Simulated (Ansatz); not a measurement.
System: bcc Ta. Method: rVV10 in Ansatz (plane waves, PAW).

Run with plane-wave cutoff 520 eV, 24×24×24 k mesh, Fermi–Dirac smearing 0.05 eV, scalar-relativistic PAW data made under PBE.

Cell (relaxed at this level):

```xyz
1
Lattice="-1.6682 1.6682 1.6682 1.6682 -1.6682 1.6682 1.6682 1.6682 -1.6682" Properties=species:S:1:pos:R:3 pbc="T T T"
Ta     0.0000     0.0000     0.0000
```

Q: Give the computed bulk modulus B0 and pressure derivative B′ of the bulk modulus.

A: 
- bulk modulus B0 = 195 GPa
- pressure derivative B′ of the bulk modulus = 3.9

The run finds no gap.

Measured, for comparison: bulk modulus 198 GPa (corrected for temperature and zero-point phonon effects, our sources range from 194 to 203; as tabulated in Levämäki et al. (2014), arXiv:1402.3671). Computed (rounded) less measured: bulk modulus -2 % (inside the range of the sources held).

Spin–orbit coupling is not included.

Cost on a shared machine: about 50 core-seconds (a rough figure).

Ansatz is a program for electronic structure.
